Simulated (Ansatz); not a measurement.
# OF (sextet): wave-function methods side by side, 6-31G

How much of the correlation energy of OF (sextet) does each wave-function method recover here?

Method: 6-31G, core rule «outside noble gas», up to 2 orbitals frozen; program: Ansatz 0.2.0, Gaussian basis.

The runs, in order: UHF; CCSD(T) on ROHF; CCSD(T) on UHF; BCCD(T) on ROHF; CISD; CCSDT(Q) on ROHF; CCSDT(Q) on UHF; CISDTQ; CCSDTQ on ROHF; CCSDTQ on UHF; Full CI.

5 further runs of the same task are left out: 5 set aside as unsound or not needed.

### Step 1. The system

The geometry is a PBE0/def2-TZVP stationary point (not a proven minimum) of the parent state, kept for this charge and spin.

2 atoms, charge 0, spin multiplicity 6.

Atoms are counted from 1 here; the program's logs count them from 0.

No contacts short enough for the rule that draws bonds.

### Step 2. UHF

in.yaml

```yaml
crystal:
  periodic: [false, false, false]
  atoms:
    - {symbol: O, position_ang: [0.000000, 0.000000, 0.000000]}
    - {symbol: F, position_ang: [0.000000, 0.000000, 1.742500]}
basis:
  gaussian: {orbitals: 6-31G}
magnetization: {spin_polarized: true, initial_magnetization: 5}
hamiltonian: {xc: hf}
output: {orbitals: {seedname: orbitals}}
```

Run with:

```bash
$ ansatz run in.yaml --threads 1 --pin off --events-out ev --progress --plain --max-ram 4096MiB --backend cpu
```

The runs that follow: CCSD(T) on ROHF; CCSD(T) on UHF; BCCD(T) on ROHF; CISD; CCSDT(Q) on ROHF; CCSDT(Q) on UHF; CISDTQ; CCSDTQ on ROHF; CCSDTQ on UHF; Full CI.

Before running them: what should the planned runs give, taken together? Wanted: FCI below the RHF energy; RMP2 from FCI; UMP2 from FCI; RCCSD from FCI; RCCSD(T) from FCI; UCCSD(T) from FCI; RCCSDT(Q) from FCI; UCCSDT(Q) from FCI; T1 diagnostic.

As calculated:

```
                         quantity                                                           value
         FCI below the RHF energy                                                      -3.9558 eV
                    RMP2 from FCI                                                    +86.5 kJ/mol
                    UMP2 from FCI                                                    +81.8 kJ/mol
                   RCCSD from FCI                                                    +18.4 kJ/mol
                RCCSD(T) from FCI                                                    +13.3 kJ/mol
                UCCSD(T) from FCI                                                    +12.9 kJ/mol
               RCCSDT(Q) from FCI                                                     -0.4 kJ/mol
               UCCSDT(Q) from FCI                                                     -0.8 kJ/mol
levels within 1 kcal/mol (43 meV)  RCCSDT, UCCSDT, CISDTQ, RCCSDT(Q), UCCSDT(Q), RCCSDTQ, UCCSDTQ
                    T1 diagnostic                                                           0.020
   effectively unpaired electrons                                                            5.24
```

RCCSD(T) lands +13.3 kJ/mol from the yardstick (3.5 % of the correlation energy). RCCSDT(Q), UCCSDT(Q), UCCSDTQ fall below full CI: unrestricted runs freeze a spin-polarised core, another one than full CI's, and coupled cluster isn't variational. The occupations show some static correlation. These misses are within one basis, not against nature; the frozen cores of restricted and unrestricted runs differ, which can shift their rows.
